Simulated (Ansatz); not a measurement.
Loss of CH4: C4H10 → C3H6 + CH4

Species: C4H10 `CCCC`, singlet; C3H6 (propene) `C=CC`, singlet; CH4 (methane) `C`, singlet. 

Shapes, held fixed at every level: PBE0-D4/def2-TZVP. Flexible molecules stand in one conformer, not always the lowest. Programs: Ansatz 0.2.0. The zero-point and thermal change to 298 K, harmonic and unscaled (PBE0-D4/def2-TZVP), is -14.3 kJ/mol.

**Question.** Estimate the reaction enthalpy at 298 K.

**Answer.** From tabulated heats of formation (Active Thermochemical Tables), ΔH(298 K) = +71.7 kJ/mol. Nearest: CCSD(T)/def2-TZVPP (+1.0); farthest: HF/def2-TZVPP (-20.0). 6 of 8 levels lie within 10 kJ/mol. The CBS estimate extrapolates MP2 from def2-TZVPP and def2-QZVPP and adds CCSD(T) − MP2 in the triple-zeta set, cores frozen.

```json
{"level": "HF/def2-SVP", "kind": "Hartree–Fock", "ΔH (kJ/mol)": "+64.8", "computed − measured": "-6.9"}
{"level": "HF/def2-TZVPP", "kind": "Hartree–Fock", "ΔH (kJ/mol)": "+51.7", "computed − measured": "-20.0"}
{"level": "r2SCAN-D4/def2-TZVPP", "kind": "meta-GGA", "ΔH (kJ/mol)": "+75.8", "computed − measured": "+4.1"}
{"level": "B3LYP-D4/def2-TZVPP", "kind": "global hybrid", "ΔH (kJ/mol)": "+62.4", "computed − measured": "-9.2"}
{"level": "MP2/def2-SVP", "kind": "perturbation theory", "ΔH (kJ/mol)": "+90.8", "computed − measured": "+19.1"}
{"level": "CCSD(T)/def2-TZVPP", "kind": "coupled cluster or CI", "ΔH (kJ/mol)": "+72.7", "computed − measured": "+1.0"}
{"level": "CCSD/def2-TZVPP", "kind": "coupled cluster or CI", "ΔH (kJ/mol)": "+73.2", "computed − measured": "+1.5"}
{"level": "CCSD(T)/CBS estimate", "kind": "coupled cluster or CI", "ΔH (kJ/mol)": "+73.5", "computed − measured": "+1.8"}
```
